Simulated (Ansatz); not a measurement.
# CH₄Si (triplet): wave-function methods side by side at distance C1–H5 along a hydrogen transfer = 1.197 Å, cc-pVDZ

The task here is to estimate one member of a computed series from the others.

Method: cc-pVDZ, core rule «outside noble gas», up to 6 orbitals frozen; program: Ansatz 0.2.0, Gaussian basis.

Plan: UHF; CCSD(T) on ROHF; CCSD(T) on UHF; BCCD(T) on ROHF; CISD; CCSDT(Q) on ROHF; CCSDT(Q) on UHF; CASSCF and MRCISD+Q, 4 electrons in 4 orbitals; CASSCF and NEVPT2, 4 electrons in 4 orbitals.

7 further runs of the same task are left out: 1 for a mislabelled method, 4 that didn't finish, 2 set aside as unsound or not needed.

### The system

The geometry derives from fragments relaxed apart (PBE0/def2-TZVP) and kept rigid, so it is no stationary point. A hydrogen atom is moved between rigid fragments.

6 atoms, charge 0, spin multiplicity 3.

Atoms are counted from 1 here; the program's logs count them from 0.

Bond lengths: C1–H2 1.090 Å, C1–H3 1.090 Å, C1–H4 1.090 Å, C1–H5 1.197 Å, H5–Si6 1.709 Å. Angles: H2–C1–H3 109.5°, H2–C1–H4 109.5°, H2–C1–H5 109.5°, H3–C1–H4 109.5°, H3–C1–H5 109.5°, H4–C1–H5 109.5°, C1–H5–Si6 180.0°.

Coordinates:

```xyz
6

C    -1.8520    0.0000    0.0000
H    -2.2152    1.0273    0.0000
H    -2.2152   -0.5137    0.8897
H    -2.2152   -0.5137   -0.8897
H    -0.6550    0.0000    0.0000
Si    1.0540    0.0000    0.0000
```

Set-up of the first run:

File in.yaml:

```yaml
crystal:
  periodic: [false, false, false]
  atoms:
    - {symbol: C, position_ang: [-1.851994, 0.000000, 0.000000]}
    - {symbol: H, position_ang: [-2.215199, 1.027301, 0.000000]}
    - {symbol: H, position_ang: [-2.215199, -0.513650, 0.889668]}
    - {symbol: H, position_ang: [-2.215199, -0.513650, -0.889669]}
    - {symbol: H, position_ang: [-0.654994, 0.000000, 0.000000]}
    - {symbol: Si, position_ang: [1.054006, 0.000000, 0.000000]}
basis:
  gaussian: {orbitals: cc-pVDZ}
magnetization: {spin_polarized: true, initial_magnetization: 2}
hamiltonian: {xc: hf}
output: {orbitals: {seedname: orbitals}}
```

Command:

```
ansatz run in.yaml --threads 1 --pin off --events-out ev --progress --plain --max-ram 2393MiB
```

Steps of the session up to this table: UHF; CCSD(T) on ROHF; CCSD(T) on UHF; BCCD(T) on ROHF; CISD; CCSDT(Q) on ROHF; CCSDT(Q) on UHF; CASSCF and MRCISD+Q, 4 electrons in 4 orbitals; CASSCF and NEVPT2, 4 electrons in 4 orbitals.

One table of the session follows, with a row left open; its other results are not shown here.

| method | from UCCSDT(Q) (kJ/mol) |
| --- | --- |
| ROHF | +708.2 |
| UHF | +696.0 |
| RMP2 | +127.1 |
| UMP2 | +127.7 |
| CISD | +79.4 |
| RCCSD | +20.7 |
| UCCSD | +20.4 |
| RCCSD(T) | +3.3 |
| UCCSD(T) | +3.3 |
| BCCD(T) | +3.3 |
| RCCSDT | +0.8 |
| UCCSDT | +0.8 |
| RCCSDT(Q) | 0.0 |
| UCCSDT(Q) | 0 |
| CASSCF pair | +659.9 |
| MRCISD pair | +70.5 |
| MRCISD+Q pair | ? |

**Question.** Estimate the row for MRCISD+Q pair.

The run gave: from UCCSDT(Q) (kJ/mol): +4.9. In the column «from UCCSDT(Q) (kJ/mol)» it lies between BCCD(T) (+3.3) and UCCSD (+20.4).

Among the levels timed on like hardware and quicker than the yardstick, those that no quicker one beats, quickest first: MRCISD+Q pair (2.2 s, +4.9 kJ/mol); UCCSD(T) (2.8 s, +3.3 kJ/mol); BCCD(T) (3.3 s, +3.3 kJ/mol).

Not comparable, so not listed: CASSCF and NEVPT2, 4 electrons in 4 orbitals (they don't share determinant, frozen orbitals or solution with the rows shown, or repeat one).

To keep in mind: Restricted and unrestricted rows rest on different reference determinants; where their highest levels disagree by more than a few hundredths of an eV, they describe different states and don't form one ladder. Warnings in the runs' records: passed over end.
